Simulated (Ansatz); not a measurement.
**Energy profile**

The step: SiH₄S ([SiH3][SH]) + CH₄ → CH₆Si ([CH3][SiH3]) + H₂S; bonds formed: Si1–C7, S2–H6; bonds broken: Si1–S2, H6–C7 (atoms numbered as in the saddle structure below).

```
11
angstrom
Si -0.1270 0.0534 -1.0680
S 1.3330 -1.7350 0.0000
H 1.1258 0.6183 -1.6168
H -1.1014 1.1757 -1.3150
H -0.8207 -1.1072 -1.6677
H 0.1825 -0.4903 0.6085
C -0.6163 0.4641 0.9861
H 2.3630 -0.9251 0.2976
H -1.6930 0.3612 0.8628
H -0.3454 0.0792 1.9775
H -0.3005 1.5058 0.9350
```

Electronic energies by CCSD(T) at an estimated basis limit (MP2 extrapolated from triple and quadruple zeta, plus CCSD(T) − MP2 in triple zeta), on PBE0-D4/def2-TZVP structures; CH$_{8}$SSi, singlet; no counterpoise correction. Program: Ansatz 0.2.0. Basis: def2-TZVPP and def2-QZVPP. Cores are frozen in the correlated methods. Extrapolation: Hartree–Fock as exp(−7.88 √X), correlation as X^−2.97.

Question: Give the profile in eV, counted from the separated reactants. (To be estimated.)

Answer: The calculation gives:
| point | eV |
| --- | --- |
| separated: SiH$_{4}$S (linked as [SiH3][SH]; Si1, S2, H3, H4, H5, H8; singlet) + CH$_{4}$ (H6, C7, H9, H10, H11; singlet) | 0.000 |
| start structure | -0.043 |
| saddle | 3.030 |
| end structure | 0.561 |
| separated: CH$_{6}$Si (linked as [CH3][SiH3]; Si1, H3, H4, H5, C7, H9, H10, H11; singlet) + H$_{2}$S (S2, H6, H8; singlet) | 0.639 |

No T1 diagnostic of these runs exceeds 0.012.

For scale, one of the runs: CCSD(T)/def2-TZVPP, 227 basis functions, launched by `ansatz run in.yaml --threads 4 --pin off --events-out ev --progress --plain --max-ram 9574MiB`. Time: 53 s of wall clock on 4 CPU threads of an Arm Neoverse V2; the host was shared. Peak host memory: 3.5 GiB.
